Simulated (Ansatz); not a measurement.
# [SiH$_{3}$···H···H], doublet along the distance Si1-H5

Starting geometry:

```json
{"atom": "Si", "x (Å)": "-0.0770", "y (Å)": "0.0000", "z (Å)": "0.0000"}
{"atom": "H", "x (Å)": "-0.5719", "y (Å)": "1.3997", "z (Å)": "0.0000"}
{"atom": "H", "x (Å)": "-0.5719", "y (Å)": "-0.6999", "z (Å)": "1.2122"}
{"atom": "H", "x (Å)": "-0.5719", "y (Å)": "-0.6999", "z (Å)": "-1.2122"}
{"atom": "H", "x (Å)": "1.4076", "y (Å)": "0.0000", "z (Å)": "0.0000"}
{"atom": "H", "x (Å)": "2.4530", "y (Å)": "0.0000", "z (Å)": "0.0000"}
```

From there H5 is moved from one fragment to the other while all else, the fragments' distance too, stays fixed; atoms are numbered as listed. Energies are in eV, counted from the starting geometry at the same level. Kohn–Sham curves are unrestricted where that lies lower.

Basis 6-31G; Ansatz 0.2.0. Only valence electrons are correlated (noble-gas cores frozen).

In so small a basis the reference is far from its limit while semilocal and hybrid functionals are nearer theirs (RPA and double hybrids share much of the reference's basis error), so the functionals' errors here hold much of the reference's basis and frozen-core error, which can add to them or hide them.

Full CI is exact within this basis and frozen core; it isn't the basis-set limit.

| distance Si1-H5 (Å) | full CI | PBE | BLYP | r2SCAN | PBE0 | B3LYP | wB97M-V | B2PLYP | RPA-PBE |
| --- | --- | --- | --- | --- | --- | --- | --- | --- | --- |
| 1.381 | 0.231 | 0.303 | 0.296 | 0.273 | 0.274 | 0.275 | 0.260 | 0.244 | 0.252 |
| 1.485 | 0.000 | 0.000 | 0.000 | 0.000 | 0.000 | 0.000 | 0.000 | 0.000 | 0.000 |
| 1.528 | -0.067 | -0.089 | -0.088 | -0.078 | -0.079 | -0.081 | -0.077 | -0.070 | -0.077 |
| 1.570 | -0.128 | -0.162 | -0.161 | -0.142 | -0.145 | -0.150 | -0.145 | -0.131 | -0.147 |
| 1.613 | -0.190 | -0.227 | -0.227 | -0.200 | -0.206 | -0.213 | -0.210 | -0.191 | -0.218 |
| 1.656 | -0.253 | -0.281 | -0.283 | -0.250 | -0.259 | -0.270 | -0.270 | -0.248 | -0.286 |
| 1.699 | -0.312 | -0.319 | -0.325 | -0.288 | -0.301 | -0.315 | -0.321 | -0.298 | -0.349 |
| 1.742 | -0.358 | -0.334 | -0.345 | -0.306 | -0.323 | -0.342 | -0.353 | -0.333 | -0.395 |
| 1.785 | -0.375 | -0.314 | -0.331 | -0.293 | -0.313 | -0.336 | -0.354 | -0.339 | -0.412 |
